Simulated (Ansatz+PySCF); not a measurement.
singlet C₃H₅(+): levels of theory in one basis

```yaml
atoms:
  - { symbol: C, position_ang: [0.0000, 0.0000, -0.5322] }
  - { symbol: C, position_ang: [0.0000, 1.2850, 0.2280] }
  - { symbol: C, position_ang: [0.0000, -1.2850, 0.2280] }
  - { symbol: H, position_ang: [0.0000, 0.0000, -1.7144] }
  - { symbol: H, position_ang: [0.0000, 2.3321, -0.3273] }
  - { symbol: H, position_ang: [0.0000, 1.3000, 1.4133] }
  - { symbol: H, position_ang: [0.0000, -2.3321, -0.3273] }
  - { symbol: H, position_ang: [0.0000, -1.3000, 1.4133] }
```

Basis set: def2-SVP (spherical functions). Frozen core: 3 orbitals. Charge 1, multiplicity 1.

Computed with Ansatz (development build ahead of 0.2.0); each method stands on the lowest determinant of its kind that the runs found. NEVPT2 correlates all electrons. Active spaces start from the frontier orbitals, and the lowest solution found is given.

```
        method  E − E(RHF) (eV)  <S²> of the determinant
           RHF             0.00                     0.00
           UHF            -0.10                     0.41
       RHF-MP2           -10.47                        –
       UHF-MP2           -10.11                     0.41
      RHF-CCSD           -11.51                        –
   RHF-CCSD(T)           -12.04                        –
SC-NEVPT2(2,3)           -10.91                        –
```

Q: What does CASSCF(2,3) give on the same scale?

A: -0.86 eV.

Q: Is a single determinant a sound starting point here?

A: Only with care. Unrestricted orbitals gain 0.10 eV and <S²> is 0.41 against 0.00 for a pure state, so spin symmetry breaks but gains little energy; restricted orbitals can still serve. The CASSCF(2,3) natural occupations are 1.89, 0.09, 0.03.

Caution for UHF, UHF-MP2: the unrestricted determinant is spin contaminated; the determinant breaks the point group. Caution for UHF-MP2: another reference gives a lower total.
